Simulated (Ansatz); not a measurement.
Run this with the Ansatz DFT code, driven from Python and show what comes out.

Script `ch3mg.py`:
```python
import warnings

import ansatz as az
from ase import Atoms

warnings.simplefilter("ignore", az.DeckWarning)

atoms = Atoms(["C", "Mg", "H", "H", "H"], positions=[
    (0.132, -0.2062, -0.1026),
    (-0.8542, 1.4254, 1.0221),
    (0.3237, -0.9912, 0.5536),
    (-0.5511, -0.5206, -0.8872),
    (0.9996, 0.219, -0.6272),
])
geometry = az.Crystal.molecule_from_ase(atoms)

job = geometry.calculation().functional("hf").spin("collinear", total=1)

energies = {}
for basis in ["cc-pVDZ", "cc-pVTZ"]:
    report = job.basis(gaussian=basis).run().report
    size = report["n_frozen"] + report["n_occupied"][0] + report["n_virtual"][0]
    energies[basis] = (report["reference_energy_ev"] / 27.211386246, report["free_energy_ev"] / 27.211386246)
    print(f"{basis:14s} {size:4d} orbitals  reference {energies[basis][0]:14.6f} Ha  total {energies[basis][1]:14.6f} Ha")

last = energies["cc-pVTZ"][1]
for basis, (_, total) in energies.items():
    print(f"{basis:14s} lies {27.211386 * (total - last):9.4f} eV above cc-pVTZ")
```

Running `python ch3mg.py` prints:
```text
cc-pVDZ          47 orbitals  reference    -239.186743 Ha  total    -239.186743 Ha
cc-pVTZ         106 orbitals  reference    -239.207373 Ha  total    -239.207373 Ha
cc-pVDZ        lies    0.5614 eV above cc-pVTZ
cc-pVTZ        lies    0.0000 eV above cc-pVTZ
```

Against cc-pVDZ: cc-pVTZ -20.6 mHa. The last step alone is -20.63 mHa.

Notes:
- The settings weren't tested for convergence.
- The geometry is a force-field or estimated start, not a minimum of this method, and the last set is no limit. Much of the fall in a total is atomic energy, which cancels in bond and reaction energies.
- The species is open-shell (spin multiplicity 2).
- It ran for 1.3 s on 1 thread of Arm Neoverse V2, on a shared host, peak memory 0.22 GiB.
